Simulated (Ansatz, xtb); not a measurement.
## Ligand exchange: BH(CH3)(NH2) + C2H4Si → BH(CH3)(SiH3) + C2H3N

Species: BH(CH3)(NH2), singlet; C2H4Si (ethynylsilane) `C#C[SiH3]`, singlet; BH(CH3)(SiH3), singlet; C2H3N `C#CN`, singlet. The partners trade NH2 for SiH3: B–NH2 and C–SiH3 bonds give way to B–SiH3 and C–NH2.

Shapes, held fixed at every level: PBE0-D4/def2-TZVP. Programs: Ansatz 0.2.0, xtb 6.7.1. The zero-point and thermal change to 298 K, harmonic and unscaled (PBE0-D4/def2-TZVP), is -6.9 kJ/mol.

**Question.** Estimate ΔH(298 K) of this reaction.

**Answer.** The highest level, CCSD(T)/CBS estimate, gives ΔH(298 K) = +252.6 kJ/mol; the levels span +237.0 to +331.6. GFN0-xTB strays far from the other rows. The column of differences is taken from that level and isn't an error. No measured value is set beside it here. The CBS estimate extrapolates MP2 from def2-TZVPP and def2-QZVPP and adds CCSD(T) − MP2 in the triple-zeta set, cores frozen.

```tsv
level	kind	ΔH(298 K) (kJ/mol)	less CCSD(T)/CBS estimate
GFN0-xTB	semi-empirical	+331.6	+79.0
r2SCAN-D4/def2-TZVPP	meta-GGA	+239.2	-13.4
B3LYP-D4/def2-TZVPP	global hybrid	+240.7	-11.9
wB97X-V/def2-TZVPP	range-separated hybrid	+237.0	-15.6
B2PLYP/def2-TZVPP	double hybrid	+250.7	-1.9
MP2/def2-TZVPP	perturbation theory	+262.0	+9.4
CCSD/def2-SVP	coupled cluster or CI	+247.2	-5.4
CCSD/def2-TZVPP	coupled cluster or CI	+250.9	-1.7
CCSD(T)/CBS estimate	coupled cluster or CI	+252.6	0.0
```
